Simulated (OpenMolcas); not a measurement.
# AlH (SMILES [AlH]): B97-2/ANO-XS-MB (DKH2)

What is the vertical ionisation energy of AlH at B97-2/ANO-XS-MB (DKH2)? 

The calculation is run with OpenMolcas 26.06.

### Step 1. The molecule

AlH: 2 atoms, total charge 0, spin state singlet. As SMILES, `[AlH]`. Geometry: a GFN2-xTB relaxation, a rough one for these elements and not checked as a minimum.

Bond lengths: Al1–H2 1.613 Å.

### Step 2. A single-point energy at B97-2/ANO-XS-MB (DKH2)

mol.xyz

```xyz
2

Al     0.000000     0.000000     0.000000
H      0.000000     0.000000     1.613470
```

job.inp

```
&GATEWAY
 Coord
 mol.xyz
 Basis
 ANO-XS-MB
 Group
 NoSym

&SEWARD
 Relativistic
 R02E00

&SCF
 KSDFT
 HYB_GGA_XC_B97_2
 PrOrbitals
 1 1
```

Run with:

```bash
export MOLCAS_MEM=1860
pymolcas job.inp > job.log
```

Log:

```text
--- Start Module: gateway ---
[...]
--- Stop Module: gateway /rc=_RC_ALL_IS_WELL_ ---
--- Start Module: seward ---
[...]
      Basis functions           10
--- Stop Module: seward /rc=_RC_ALL_IS_WELL_ ---
--- Start Module: scf ---
[...]
       Convergence after   7 Iterations
[...]
::    Total KS-DFT energy                            -243.3800963515
[...]
      Total spin, S                                     0.0000000000
[...]
      Total electronic charge=   14.000000
      Total            charge=   -0.000000
[...]
      Dipole Moment (debye):
      Origin of the operator (angstrom)=    0.0000    0.0000    0.0581
                   X= -6.4316E-14               Y=  2.4005E-14               Z= -5.2524E-03           Total=  5.2524E-03
      Quadrupole Moment (debye*angstrom):
[...]
--- Stop Module: scf /rc=_RC_ALL_IS_WELL_ ---
[...]
```

Wall time 2.2 s (1 thread of Arm Neoverse V1, shared host); peak memory 0.37 GiB.

### Step 3. The doublet cation, same level

mol.xyz is that of step 2.

job.inp

```
&GATEWAY
  COORD=mol.xyz
  BASIS=ANO-XS-MB
  GROUP=NoSym

&SEWARD
  RELATIVISTIC=R02E00

&SCF
  UHF
  CHARGE=1
  SPIN=2
  KSDFT=HYB_GGA_XC_B97_2
  PRORBITALS=1 1
```

Run with:

```bash
export MOLCAS_MEM=1860
pymolcas job.inp > job.log
```

Log:

```text
--- Start Module: gateway ---
[...]
--- Stop Module: gateway /rc=_RC_ALL_IS_WELL_ ---
--- Start Module: seward ---
[...]
      Basis functions           10
--- Stop Module: seward /rc=_RC_ALL_IS_WELL_ ---
--- Start Module: scf ---
[...]
       Convergence after  12 Iterations
[...]
::    Total KS-DFT energy                            -243.0625281016
[...]
      Total spin, S                                     0.5032334829
[...]
      Total electronic charge=   13.000000
      Total            charge=    1.000000
[...]
      Dipole Moment (debye):
      Origin of the operator (angstrom)=    0.0000    0.0000    0.0581
                   X= -5.4796E-14               Y=  1.7433E-14               Z= -8.0111E-01           Total=  8.0111E-01
      Center of Charge (angstrom)
[...]
--- Stop Module: scf /rc=_RC_ALL_IS_WELL_ ---
[...]
```

It took 2.7 s on 1 thread of Arm Neoverse V1, shared host; peak memory 0.37 GiB.

### Step 4. Outcome

Level: B97-2/ANO-XS-MB (DKH2).

| quantity | value |
| --- | --- |
| singlet AlH: total energy | -243.38010 Eh |
| singlet AlH: dipole moment | 0.01 D |
| singlet AlH: HOMO energy | -5.69 eV |
| singlet AlH: LUMO energy | -2.07 eV |
| singlet AlH: HOMO–LUMO gap | 3.62 eV |
| doublet cation: total energy | -243.06253 Eh |
| doublet cation: HOMO energy (highest over α and β) | -14.26 eV |
| doublet cation: LUMO energy (lowest over α and β) | -11.53 eV |
| doublet cation: ⟨S²⟩ | 0.756 |
| vertical ionisation energy (to the doublet cation) | 8.641 eV |

Removing an electron at fixed nuclei costs 8.64 eV (199 kcal/mol). The negative HOMO energy of the first species, 5.69 eV, lies 2.95 eV below that difference. In a minimal basis such a difference can be off by several eV, whatever the method.
